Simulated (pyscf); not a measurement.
Optimised with ωB97X-D3(BJ)/def2-SVP in PySCF.

Q: How much does it cost (ΔH, 298 K, ωB97M-D3(BJ)/def2-TZVP) to split F–Ta(F)(F)(F)–SH at its S–Ta bond into [F–Ta(F)(F)–F]• + SH•?

A: S–Ta to [F–Ta(F)(F)–F]• + SH•: 3.29 eV. The 7 functionals that were run give +3.22 (M06-2X) to +3.65 eV (ωB97X-D3(BJ)). The radicals are drawn with the spin at the cut bond; how far it spreads was not checked. Left out: the spin-orbit lowering of SH. Open-shell species with a d-block atom are single-reference here; other states, and whether the spin sits on metal or ligand, were not checked. Elements past Kr carry the def2 core potentials, without spin-orbit coupling.
